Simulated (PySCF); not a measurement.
A GIAO shielding run with PySCF 2.14 (density fitting, non-relativistic, gas phase) on SMILES C1=CCCC1, C5H8:

```
{"job": {"kind": "nmr", "xc": "PBE0", "basis": "pcSseg-1"}, "charge": 0, "multiplicity": 1}
C      0.352694     1.305274    -0.046890
C      1.297198     0.382068    -0.031827
C      0.730513    -1.006070    -0.050997
C     -0.771965    -0.785841     0.198051
C     -1.021793     0.706797    -0.080119
H      0.501748     2.371377    -0.060587
H      2.359852     0.554781    -0.030664
H      0.914081    -1.470017    -1.024512
H      1.185257    -1.645354     0.707169
H     -1.388599    -1.427072    -0.429126
H     -1.005985    -1.008199     1.239448
H     -1.686168     1.159655     0.657355
H     -1.471220     0.863087    -1.065030
```

Hardware: 1 thread of an Arm Neoverse V1, shared host. The job also computes population analyses, field gradients, ring-centre shieldings.

Question: How large is the calculation?

Answer: 38 electrons, 125 basis functions and 643 auxiliary functions.

Question: How long does it take?

Answer: 9.1 s of wall time, with 12 SCF cycles and 4 response iterations. Times on a shared host scatter by some tens of per cent.

Question: And these other runs on the same molecule and hardware: spin–spin coupling at B3LYP/pcJ-1?

Answer: B3LYP/pcJ-1: 215 functions, 20 s.
